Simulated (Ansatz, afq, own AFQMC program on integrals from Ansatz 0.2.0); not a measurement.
**C2, triplet in 6-31G, levels against full CI**

```xyz
2

C     0.0000    0.0000    0.0000
C     0.0000    0.0000    1.2462
```

Basis 6-31G. Noble-gas cores (and the filled d shells of Ga–Kr and In–Xe) are frozen. AFQMC by an in-house program on the Cholesky factors that Ansatz 0.2.0 writes for its CCSD(T) run. The CISD trial takes its coefficients from CCSD amplitudes. Released means that phaseless walkers are propagated on without the constraint, phases kept. Free projection: walkers drawn from exp(T), propagated without any constraint. Its projection time is finite, and what remains of the start isn't in its error. Error bars are statistical, one sigma.

Determinant: UHF, the one that the program's search chose, which needn't be the lowest solution. The geometry is a PBE0/def2-TZVP stationary point of this or a neighbouring charge and spin state.

Full CI on the same integrals is exact in this basis and with this determinant's frozen core.

Cautions: another spin lies lower (by 795 meV); an unrestricted solution with more broken spin lies lower (434 meV, ⟨S²⟩ 2.24); the CCSD(T) amplitudes may be one of several solutions (largest double 0.14); the CCSDT(Q) amplitudes may be one of several solutions (largest double 0.16); the CCSDTQ amplitudes may be one of several solutions (largest double 0.16); the released energies move by 1.5 errors or more from one time to the next, so no released level is given (meV from the phaseless value at times in 1/Eh: -24 ± 10 at 0.24, -41 ± 11 at 0.51, -58 ± 8 at 0.99, -41 ± 10 at 1.62, -60 ± 10 at 2.40), though the last usable value meets full CI within the noise.

```
T1 diagnostic                               : 0.0191
weight of the determinant in the CISD state : 0.882
⟨S²⟩ of the determinant                     : 2.009
size of the correlated space                : 8 electrons in 16 orbitals
```

```
  level  correlation energy (eV)
    MP2                  -4.2093
   CCSD                  -4.6071
CCSD(T)                  -4.8038
```

Task: Estimate where full CI lies against CCSD(T) on the same integrals.

Result: 2.68 mEh below CCSD(T).

Reference: full CI, correlation energy -4.877 eV.

```csv
level,E − E(reference) (mEh),share of correlation (%)
CCSD(T),2.68,98.51
CCSDT,1.84,98.97
CCSDT(Q),0.26,99.86
CCSDTQ,0.18,99.90
ph-AFQMC/HF,17.00 ± 1.95,90.51
ph-AFQMC/CISD,2.81 ± 0.32,98.43
free AFQMC,-0.05 ± 0.43,100.03
```

CCSDT and higher add their correlation energy to the determinant of the CCSD(T) run, since their own runs factorise the integrals more tightly (a shift of under 2 meV). Free projections are given only where their last times agree within the noise and don't stop above the reference; a slow remainder of the start can still hide under it. A walk keeps the symmetry of its determinant, which the program's search chose and which needn't be the lowest solution, so a lower state of the same spin and another symmetry isn't excluded.
